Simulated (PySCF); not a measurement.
# CS−: from the state search to spectroscopic constants

One table from this session's results is given with a row withheld; the runs are named, their logs left out.

Program: PySCF 2.14.0. Level of theory: C aug-pcseg-1, S aug-pcseg-1, no relativity. These are calculated values, not measurements.

The first run:

A driver script around PySCF takes these settings:

* atoms: C, S
* charge: -1
* basis: C aug-pcseg-1, S aug-pcseg-1
* Hamiltonian: no relativity
* basis functions: 50
* electrons treated: 23
* masses in u: 12.0000, 31.9721
* levels: PBE0, PBE, r²SCAN, TPSS, PBEsol, BP86, HF, MP2, SCS-MP2, CCSD, CCSD(T)
* grid: 80 radial by 434 angular points
* occupations: held fixed by the projection of orbital angular momentum
* dissociation limit: C + S−, each in its ground configuration
* starting distance in angstrom: 1.795
* values of 2S to try: 1, 3

The run is started by

```bash
$ OMP_NUM_THREADS=1 python dia.py task.json out
```

Among the steps run: Input; The PBE0 curve of the state that the search chose; Higher solutions at PBE0; PBE; r²SCAN (meta-GGA); TPSS (meta-GGA); PBEsol (GGA); BP86 (GGA); UHF (mean field); Correlated methods on the Hartree–Fock reference.

One table of the session follows, with a row left open; its other results are not shown here.

Energy (eV) from each level's lowest point:

| R (Å) | UHF | UHF-MP2 | UHF-SCS-MP2 | UHF-CCSD | UHF-CCSD(T) |
| --- | --- | --- | --- | --- | --- |
| 1.407 | 1.378 | 1.298 | 1.326 | n/a | n/a |
| 1.472 | 0.622 | 0.569 | 0.588 | 0.641 | 0.669 |
| 1.538 | 0.201 | 0.171 | 0.183 | 0.213 | 0.231 |
| 1.587 | 0.047 | 0.034 | 0.039 | 0.054 | 0.064 |
| 1.636 | 0.000 | 0.000 | 0.000 | 0.000 | 0.000 |
| 1.685 | 0.034 | 0.045 | 0.040 | 0.026 | 0.016 |
| 1.750 | ? | ? | ? | ? | ? |
| 1.832 | 0.455 | 0.482 | 0.463 | 0.411 | 0.366 |
| 1.931 | 0.881 | 0.911 | 0.883 | 0.806 | 0.734 |
| 2.061 | 1.511 | 1.578 | 1.540 | n/a | n/a |

**Question.** Estimate the row for R (Å) = 1.750.

Worked estimate for «UHF». A straight line through the neighbours (1.685, 0.034) and (1.832, 0.455) gives 0.034 + (0.455 − 0.034) × (1.750 − 1.685) / (1.832 − 1.685) = 0.220; a parabola fitted to 4 rows on both sides gives 0.186.

The run gave: UHF: 0.175; UHF-MP2: 0.196; UHF-SCS-MP2: 0.184; UHF-CCSD: 0.153; UHF-CCSD(T): 0.128. In «UHF» the line misses by +0.045 and the parabola by +0.011.

State 2 has its PBE0 minimum 2.55 eV higher. The other levels ran on the lowest alone.
